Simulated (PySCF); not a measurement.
Gas-phase reaction: 2 AlCl3.H2O + AlH + H2O = 3 AlCl2OH + 4 H

Energies from PySCF, thermal terms from the rigid-rotor harmonic-oscillator model, ideal gas at 1 bar. † marks an energy on the PBE0/def2-TZVP geometry and frequencies. CCSD(T) freezes the core. Open shells (unrestricted): H (multiplicity 2); the rest are closed-shell singlets. B3LYP is the form with VWN-RPA correlation. Adducts (AlCl3.H2O) have no counterpoise correction, and HF, PBE, BLYP, B3LYP and PBE0 lack dispersion. AlCl3.H2O, AlCl2OH: computed as isolated molecules; such fragments, hydroxides, amides, oligomers or adducts are transient or little studied in the gas. CCSD(T) isn't extrapolated to the basis-set limit; its ΔH°(298 K) is 580.6 kJ in def2-SVP and 568.7 kJ in def2-TZVPP. The harmonic model lacks anharmonicity and excited electronic states, which grow with temperature; levels with a mode under 35 cm⁻¹ are left out. Soft modes under 120 cm⁻¹ make the harmonic entropy rough for AlCl3.H2O.

ΔH° and ΔS° at 298 K: B3LYP/def2-TZVP† 549 kJ, 297 J/K; BLYP/def2-TZVP† 527 kJ, 297 J/K; CCSD(T)/def2-SVP† 581 kJ, 297 J/K; CCSD(T)/def2-TZVPP† 569 kJ, 297 J/K; HF/def2-TZVP† 350 kJ, 297 J/K.

Question: With the heat capacities included, give log10 K (1 bar) at 1000, 1200, 1400, 1600, 2500 K from B3LYP/def2-TZVP†, BLYP/def2-TZVP†, CCSD(T)/def2-SVP†, CCSD(T)/def2-TZVPP†, HF/def2-TZVP†.

Answer: 
```csv
T (K),B3LYP/def2-TZVP†,BLYP/def2-TZVP†,CCSD(T)/def2-SVP†,CCSD(T)/def2-TZVPP†,HF/def2-TZVP†
1000,-12.2,-11.0,-13.8,-13.2,-1.8
1200,-7.2,-6.2,-8.6,-8.0,1.5
1400,-3.6,-2.8,-4.8,-4.3,3.9
1600,-0.9,-0.2,-1.9,-1.5,5.6
2500,6.0,6.5,5.4,5.6,10.2
```
